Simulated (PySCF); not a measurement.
**chloroethane (C₂H₅Cl): runs on many settings**

Aim: see how chloroethane (C₂H₅Cl) (`CCCl`) answers to the choice of functional, basis, grid and SCF options.

Programs: PySCF 2.14.0, with density-fitted response routines of our own. Each step states its level of theory. These are calculated values for one molecule in the gas phase, unless marked as measured. Atoms are numbered from 0 throughout.

**1. Starting geometry**

8 atoms, charge 0, multiplicity 1; geometry from: GFN2-xTB.

Bonds of the start (Å): C0–C1 1.51, C1–Cl2 1.79, C0–H3 1.09, C0–H4 1.09, C0–H5 1.09, C1–H6 1.09, C1–H7 1.09.

**2. NMR shieldings: PBE0/pcSseg-1**

What the job is given:

```
{"job": {"kind": "nmr", "xc": "PBE0", "basis": "pcSseg-1"}, "charge": 0, "multiplicity": 1}
C     -0.796986     0.041376    -0.042231
C      0.699432    -0.191177    -0.016036
Cl     1.559180     1.295443     0.483938
H     -1.156363     0.328988     0.942472
H     -1.051153     0.828643    -0.747576
H     -1.298248    -0.875567    -0.345049
H      1.081254    -0.454223    -1.002315
H      0.971943    -0.964070     0.702232
```

With the program's defaults for keys left out, this is: GIAO PBE0/pcSseg-1 NMR shielding, non-relativistic, gas phase.

Started as:

```
OMP_NUM_THREADS=1 python probes_run.py task.json out
```

One launch serves the whole session: the jobs run in the order shown.

What it wrote:

```text
coarse grid: 6896 points
cycle   1  E = -539.1073146720  dE =  8.817e-02  |g| = 2.609e-01  |ddm| = 2.257e+00
cycle   2  E = -539.1097941216  dE = -2.479e-03  |g| = 2.617e-01  |ddm| = 5.133e-01
cycle   3  E = -539.1262098527  dE = -1.642e-02  |g| = 2.566e-02  |ddm| = 2.310e-01
cycle   4  E = -539.1263265961  dE = -1.167e-04  |g| = 1.310e-02  |ddm| = 2.826e-02
cycle   5  E = -539.1263656790  dE = -3.908e-05  |g| = 2.865e-03  |ddm| = 1.085e-02
cycle   6  E = -539.1263676345  dE = -1.956e-06  |g| = 1.008e-03  |ddm| = 3.639e-03
final grid: 61024 points
cycle   7  E = -539.1432736277  dE = -1.724e-05  |g| = 6.835e-03  |ddm| = 1.421e-02
cycle   8  E = -539.1432681809  dE =  5.447e-06  |g| = 8.100e-03  |ddm| = 1.051e-02
cycle   9  E = -539.1432847563  dE = -1.658e-05  |g| = 8.062e-04  |ddm| = 6.262e-03
cycle  10  E = -539.1432848809  dE = -1.246e-07  |g| = 1.620e-04  |ddm| = 8.963e-04
cycle  11  E = -539.1432848871  dE = -6.139e-09  |g| = 3.142e-05  |ddm| = 1.340e-04
cycle  12  E = -539.1432848873  dE = -2.210e-10  |g| = 7.202e-06  |ddm| = 3.248e-05
converged SCF energy = -539.1432848873

GIAO shielding tensors (ppm)
atom      isotropic    diamagn.    paramagn.     s11        s22        s33       span
  0 C      165.289     247.659     -82.371    147.248    161.926    186.692     39.443
  1 C      140.215     245.877    -105.662    110.971    136.014    173.660     62.690
  2 Cl     843.108    1146.202    -303.095    657.205    785.752   1086.366    429.161
  3 H       30.220      29.401       0.820     26.407     28.675     35.579      9.173
  4 H       30.213      29.392       0.821     26.409     28.650     35.580      9.171
  5 H       30.428      29.481       0.948     25.968     27.311     38.006     12.038
  6 H       28.102      29.026      -0.924     22.244     27.511     34.551     12.308
  7 H       28.104      29.035      -0.931     22.240     27.516     34.557     12.317
```

It took 6.5 s on 1 thread of Arm Neoverse N1, shared host; peak memory 0.38 GiB.

Shifts follow as δ = σ(reference) − σ, with reference shieldings (ppm) from runs at the same level and on the same kind of geometry: 1H TMS 31.72, 13C TMS 186.9, 35Cl HCl 950. The references are single molecules in the gas phase. Atoms listed in one row are averaged.

| atoms | environment | σ (ppm) | δ (ppm) | δ scaled to CDCl3 |
| --- | --- | --- | --- | --- |
| C1 | sp3 CH2 bonded to Cl | 140.2 | 46.7 | 43.7 |
| C0 | methyl carbon | 165.3 | 21.6 | 19.2 |
| H6, H7 | hydrogen on an sp3 CH2 bonded to Cl | 28.10 | 3.61 | 3.51 |
| H3, H4, H5 | hydrogen on a methyl carbon | 30.29 | 1.43 | 1.45 |
| Cl2 | chlorine bonded to C | 843 | 107 | – |

The scaled column applies a straight-line fit of computed shieldings to shifts measured in CDCl3, with any fitted terms for Cl, Br or S neighbours (root-mean-square error 0.16 ppm for H, 1.9 ppm for C).

Charges from the same density, by scheme (e):

| atoms | Mulliken | IAO | Hirshfeld | ESP fit |
| --- | --- | --- | --- | --- |
| C0 | -0.28 | -0.42 | -0.12 | -0.13 |
| C1 | -0.24 | -0.23 | -0.03 | -0.03 |
| Cl2 | -0.18 | -0.13 | -0.09 | -0.21 |

Mayer bond orders: C0–C1 1.04, C1–Cl2 0.97.

**3. Ultraviolet spectrum: PBE0/def2-SVPD**

Settings changed since step 2:

```diff
@@ -1,2 +1,2 @@
-{"job": {"kind": "nmr", "xc": "PBE0", "basis": "pcSseg-1"}, "charge": 0, "multiplicity": 1}
+{"job": {"kind": "uv", "xc": "PBE0", "basis": "def2-SVPD", "nstates": 6, "ntriplets": 2}, "charge": 0, "multiplicity": 1}
 C     -0.796986     0.041376    -0.042231
```

Method: TDDFT PBE0/def2-SVPD, vertical, gas phase, core orbitals frozen in the response.

What it wrote:

```text
coarse grid: 6896 points
cycle   1  E = -538.9094980009  dE =  6.156e-02  |g| = 2.426e-01  |ddm| = 3.099e+00
cycle   2  E = -538.9113949055  dE = -1.897e-03  |g| = 2.434e-01  |ddm| = 6.913e-01
cycle   3  E = -538.9265754895  dE = -1.518e-02  |g| = 2.357e-02  |ddm| = 3.192e-01
cycle   4  E = -538.9266779632  dE = -1.025e-04  |g| = 1.269e-02  |ddm| = 4.340e-02
cycle   5  E = -538.9267169901  dE = -3.903e-05  |g| = 2.911e-03  |ddm| = 1.981e-02
cycle   6  E = -538.9267192475  dE = -2.257e-06  |g| = 5.748e-04  |ddm| = 5.369e-03
final grid: 61024 points
cycle   7  E = -538.9834406078  dE = -1.314e-05  |g| = 5.940e-03  |ddm| = 4.014e-02
cycle   8  E = -538.9834364001  dE =  4.208e-06  |g| = 7.168e-03  |ddm| = 1.479e-02
cycle   9  E = -538.9834497678  dE = -1.337e-05  |g| = 6.476e-04  |ddm| = 8.776e-03
cycle  10  E = -538.9834498809  dE = -1.131e-07  |g| = 9.450e-05  |ddm| = 1.077e-03
cycle  11  E = -538.9834498829  dE = -1.990e-09  |g| = 2.786e-05  |ddm| = 1.687e-04
cycle  12  E = -538.9834498831  dE = -1.878e-10  |g| = 5.693e-06  |ddm| = 4.433e-05
converged SCF energy = -538.9834498831

Static polarisability (au): isotropic 40.966, principal 35.719 38.244 48.933

Singlet excitations
state   eV       nm        f      main configurations
  1   7.3765    168.1   0.00118   H->L 0.81, H->L+1 0.16
  2   7.4229    167.0   0.00188   H-1->L 0.83, H-1->L+1 0.15
  3   8.0471    154.1   0.01773   H->L+1 0.79, H->L 0.16
  4   8.1230    152.6   0.05542   H-1->L+1 0.80, H-1->L 0.14
  5   8.8990    139.3   0.00326   H->L+2 0.93
  6   8.9583    138.4   0.00331   H-1->L+2 0.84, H->L+3 0.11

Triplet excitations (Tamm-Dancoff, eV): 6.6779 6.7194
```

Wall time 6.8 s (1 thread of Arm Neoverse N1, shared host); peak memory 0.45 GiB.

Frontier orbitals and where they lie:

| orbital | eV | atoms |
| --- | --- | --- |
| HOMO−3 | -10.68 | C0 35 %, C1 17 %, H3 14 % |
| HOMO−2 | -10.58 | Cl2 29 %, C0 26 %, C1 15 % |
| HOMO−1 | -8.45 | Cl2 79 %, C1 10 %, C0 7 % |
| HOMO | -8.42 | Cl2 77 %, C1 13 % |
| LUMO | 0.53 | Cl2 38 %, C1 22 %, C0 13 % |
| LUMO+1 | 0.97 | Cl2 40 %, C1 20 %, C0 16 % |
| LUMO+2 | 1.62 | Cl2 30 %, H4 11 %, H3 11 % |

With each of the 6 states as a Gaussian band of 0.4 eV half-width at 1/e, the curve within the window shown has maxima at 153 nm (ε 3,000) L/(mol cm). Beyond the last state computed it falls off for lack of states. The curve at chosen wavelengths:

| nm | ε (L/mol/cm) |
| --- | --- |
| 134 | 136 |
| 136 | 215 |
| 138 | 282 |
| 140 | 343 |
| 142 | 461 |
| 144 | 734 |
| 146 | 1223 |
| 148 | 1873 |
| 150 | 2505 |
| 152 | 2896 |
| 154 | 2909 |
| 156 | 2567 |
| 158 | 2015 |
| 159 | 1717 |
| 161 | 1168 |
| 163 | 747 |
| 165 | 467 |
| 167 | 298 |
| 169 | 200 |
| 171 | 141 |
| 173 | 101 |
| 175 | 71 |
| 177 | 48 |
| 179 | 31 |
| 181 | 19 |
| 183 | 11 |

Further results of this job:

| property | computed |
| --- | --- |
| dipole moment (D) | 2.17 |
| polarisability (Å³) | 6.07 |
| HOMO–LUMO gap (eV) | 8.96 |
| −ε(HOMO) (eV) | 8.42 |

**4. Nuclear shieldings: B97-2/pcSseg-1**

Settings changed since step 3:

```diff
@@ -1,2 +1,2 @@
-{"job": {"kind": "uv", "xc": "PBE0", "basis": "def2-SVPD", "nstates": 6, "ntriplets": 2}, "charge": 0, "multiplicity": 1}
+{"job": {"kind": "nmr", "xc": "B97-2", "basis": "pcSseg-1", "pop": false, "grid": 3, "scf": {"aux": "def2-qzvpp-jkfit"}}, "charge": 0, "multiplicity": 1}
 C     -0.796986     0.041376    -0.042231
```

With the program's defaults for keys left out, this is: GIAO B97-2/pcSseg-1 NMR shielding, non-relativistic, gas phase.

What it wrote:

```text
final grid: 96160 points
cycle   1  E = -539.3833045452  dE =  7.553e-02  |g| = 2.700e-01  |ddm| = 2.267e+00
cycle   2  E = -539.3851172614  dE = -1.813e-03  |g| = 2.763e-01  |ddm| = 5.519e-01
cycle   3  E = -539.4034351822  dE = -1.832e-02  |g| = 2.612e-02  |ddm| = 2.521e-01
cycle   4  E = -539.4035609705  dE = -1.258e-04  |g| = 1.321e-02  |ddm| = 2.917e-02
cycle   5  E = -539.4036011859  dE = -4.022e-05  |g| = 3.014e-03  |ddm| = 1.119e-02
cycle   6  E = -539.4036033807  dE = -2.195e-06  |g| = 9.087e-04  |ddm| = 3.673e-03
cycle   7  E = -539.4036035605  dE = -1.798e-07  |g| = 1.318e-04  |ddm| = 9.197e-04
cycle   8  E = -539.4036035647  dE = -4.229e-09  |g| = 2.031e-05  |ddm| = 1.453e-04
cycle   9  E = -539.4036035648  dE = -1.060e-10  |g| = 2.603e-06  |ddm| = 2.359e-05
converged SCF energy = -539.4036035648

GIAO shielding tensors (ppm)
atom      isotropic    diamagn.    paramagn.     s11        s22        s33       span
  0 C      164.265     247.514     -83.249    146.741    160.727    185.327     38.585
  1 C      139.000     245.811    -106.811    109.914    134.931    172.156     62.242
  2 Cl     841.393    1146.800    -305.407    657.368    779.362   1087.449    430.081
  3 H       30.315      29.542       0.773     26.569     28.807     35.569      9.000
  4 H       30.308      29.533       0.775     26.572     28.782     35.570      8.997
  5 H       30.514      29.611       0.903     26.147     27.443     37.954     11.807
  6 H       28.197      29.144      -0.947     22.413     27.608     34.570     12.158
  7 H       28.199      29.154      -0.955     22.408     27.613     34.576     12.168
```

Wall time 6 s (1 thread of Arm Neoverse N1, shared host); peak memory 0.46 GiB.

In short: σ C1 139.0, C0 164.3, Cl2 841, H6 28.20, H3 30.38 ppm (means over like atoms).

**5. Shielding tensors: PW91/def2-SVP**

Settings changed since step 4:

```diff
@@ -1,2 +1,2 @@
-{"job": {"kind": "nmr", "xc": "B97-2", "basis": "pcSseg-1", "pop": false, "grid": 3, "scf": {"aux": "def2-qzvpp-jkfit"}}, "charge": 0, "multiplicity": 1}
+{"job": {"kind": "nmr", "xc": "PW91", "basis": "def2-SVP", "pop": false, "scf": {"conv": 1e-08}}, "charge": 0, "multiplicity": 1}
 C     -0.796986     0.041376    -0.042231
```

Method: GIAO PW91/def2-SVP NMR shielding, non-relativistic, gas phase.

What it wrote:

```text
final grid: 61024 points
cycle   1  E = -539.1280045833  dE =  2.129e-02  |g| = 3.419e-01  |ddm| = 2.652e+00
cycle   2  E = -539.1070414893  dE =  2.096e-02  |g| = 4.478e-01  |ddm| = 9.457e-01
cycle   3  E = -539.1615102215  dE = -5.447e-02  |g| = 5.164e-02  |ddm| = 4.888e-01
cycle   4  E = -539.1621395655  dE = -6.293e-04  |g| = 1.760e-02  |ddm| = 9.575e-02
cycle   5  E = -539.1622107582  dE = -7.119e-05  |g| = 7.947e-03  |ddm| = 2.879e-02
cycle   6  E = -539.1622267717  dE = -1.601e-05  |g| = 1.222e-03  |ddm| = 7.690e-03
cycle   7  E = -539.1622271554  dE = -3.838e-07  |g| = 1.747e-04  |ddm| = 1.550e-03
cycle   8  E = -539.1622271630  dE = -7.594e-09  |g| = 4.979e-05  |ddm| = 2.911e-04
converged SCF energy = -539.1622271630

GIAO shielding tensors (ppm)
atom      isotropic    diamagn.    paramagn.     s11        s22        s33       span
  0 C      171.591     244.544     -72.953    155.290    168.137    191.345     36.056
  1 C      147.318     243.938     -96.620    117.997    143.615    180.342     62.346
  2 Cl     852.360    1145.214    -292.854    680.367    790.923   1085.789    405.422
  3 H       30.402      29.598       0.803     26.886     28.924     35.395      8.509
  4 H       30.395      29.586       0.809     26.892     28.900     35.395      8.503
  5 H       30.548      29.483       1.066     26.343     27.679     37.623     11.280
  6 H       28.139      29.395      -1.257     22.294     27.682     34.441     12.147
  7 H       28.141      29.408      -1.268     22.288     27.686     34.448     12.160
```

Run time: 4.4 s. Hardware: 1 thread of Arm Neoverse N1, shared host; peak memory 0.46 GiB.

In short: σ C1 147.3, C0 171.6, Cl2 852, H6 28.14, H3 30.45 ppm (means over like atoms).

**6. Nuclear shieldings: B3LYP/aug-cc-pVDZ**

Settings changed since step 5:

```diff
@@ -1,2 +1,2 @@
-{"job": {"kind": "nmr", "xc": "PW91", "basis": "def2-SVP", "pop": false, "scf": {"conv": 1e-08}}, "charge": 0, "multiplicity": 1}
+{"job": {"kind": "nmr", "xc": "B3LYP", "basis": "aug-cc-pVDZ", "pop": true}, "charge": 0, "multiplicity": 1}
 C     -0.796986     0.041376    -0.042231
```

Level: GIAO B3LYP/aug-cc-pVDZ NMR shielding, non-relativistic, gas phase.

What it wrote:

```text
coarse grid: 6896 points
cycle   1  E = -539.4226118550  dE =  9.331e-02  |g| = 2.810e-01  |ddm| = 5.938e+00
cycle   2  E = -539.4215709130  dE =  1.041e-03  |g| = 2.985e-01  |ddm| = 1.219e+00
cycle   3  E = -539.4453209961  dE = -2.375e-02  |g| = 2.273e-02  |ddm| = 6.003e-01
cycle   4  E = -539.4454320545  dE = -1.111e-04  |g| = 9.907e-03  |ddm| = 6.179e-02
cycle   5  E = -539.4454558705  dE = -2.382e-05  |g| = 2.688e-03  |ddm| = 2.281e-02
cycle   6  E = -539.4454576424  dE = -1.772e-06  |g| = 7.877e-04  |ddm| = 4.763e-03
final grid: 61024 points
cycle   7  E = -539.4565885144  dE = -8.960e-06  |g| = 5.750e-03  |ddm| = 5.876e-02
cycle   8  E = -539.4565800547  dE =  8.460e-06  |g| = 8.013e-03  |ddm| = 2.548e-02
cycle   9  E = -539.4565969706  dE = -1.692e-05  |g| = 5.124e-04  |ddm| = 1.402e-02
cycle  10  E = -539.4565970419  dE = -7.128e-08  |g| = 1.050e-04  |ddm| = 9.458e-04
cycle  11  E = -539.4565970445  dE = -2.624e-09  |g| = 2.330e-05  |ddm| = 2.288e-04
cycle  12  E = -539.4565970447  dE = -1.489e-10  |g| = 3.977e-06  |ddm| = 5.625e-05
converged SCF energy = -539.4565970447

GIAO shielding tensors (ppm)
atom      isotropic    diamagn.    paramagn.     s11        s22        s33       span
  0 C      172.329     195.266     -22.937    155.327    169.412    192.246     36.920
  1 C      146.476     217.237     -70.761    117.115    141.677    180.636     63.521
  2 Cl     847.772    1140.266    -292.493    673.374    783.409   1086.534    413.160
  3 H       30.376      25.133       5.243     26.889     29.020     35.219      8.330
  4 H       30.370      25.146       5.224     26.894     28.997     35.220      8.326
  5 H       30.500      25.389       5.110     26.336     27.565     37.598     11.262
  6 H       28.115      28.794      -0.680     22.446     27.757     34.140     11.694
  7 H       28.117      28.801      -0.684     22.441     27.762     34.148     11.707
```

It took 9 s on 1 thread of Arm Neoverse N1, shared host; peak memory 0.5 GiB.

This run: σ C1 146.5, C0 172.3, Cl2 848, H6 28.12, H3 30.42 ppm (means over like atoms).

**7. Run by run: NMR shifts**

Shifts (ppm), means over like atoms, with basis size and wall time:

| run | C1 | C0 | H6 | H3 | functions | time |
| --- | --- | --- | --- | --- | --- | --- |
| PBE0/pcSseg-1 | 46.7 | 21.6 | 3.61 | 1.43 | 83 | 6.5 s |
| B97-2/pcSseg-1 | 47.2 | 21.9 | 3.62 | 1.44 | 83 | 6 s |
| PW91/def2-SVP | 44.0 | 19.7 | 3.55 | 1.24 | 71 | 4.4 s |
| B3LYP/aug-cc-pVDZ | 47.1 | 21.3 | 3.89 | 1.59 | 118 | 9 s |

**8. Results**

```
                                                              quantity                        value
                                13C shifts against TMS (PBE0/pcSseg-1)               46.7, 21.6 ppm
1H shifts against TMS (PBE0/pcSseg-1, means over atoms taken as alike)               3.61, 1.43 ppm
                               35Cl shifts against HCl (PBE0/pcSseg-1)                      107 ppm
                                       lowest singlet (PBE0/def2-SVPD)  7.38 eV (168 nm), f = 0.001
                              brightest single state of those computed  state 4, 8.12 eV, f = 0.055
                                                        lowest triplet                      6.68 eV
                                              range of the shift of C1             44.0 to 47.2 ppm
```

In words: Single values in the summary come from the first sound run of each kind (PBE0/pcSseg-1; PBE0/def2-SVPD), which need not be the best level. H6, H7 (mean) (hydrogen on an sp3 CH2 bonded to Cl) lies farthest downfield among hydrogen, at 3.61 ppm; its carbon carries Cl, which withdraws density. At PBE0/pcSseg-1: The largest span, 429 ppm, is at Cl2, where the paramagnetic term is -303 ppm. The first singlet state (HOMO→LUMO 0.81, HOMO→LUMO+1 0.16) lies at 7.38 eV and is weak; of the 6 states computed, the strongest absorption comes from state 4 at 8.12 eV. The lowest triplet lies 0.70 eV below the lowest singlet (triplets in Tamm-Dancoff, singlets in full TDDFT). Among the atoms with a shift in every run: In ppm, C1 moves most: its shift spreads over 3.2 ppm, from 44.0 (PW91/def2-SVP) to 47.2 (B97-2/pcSseg-1).
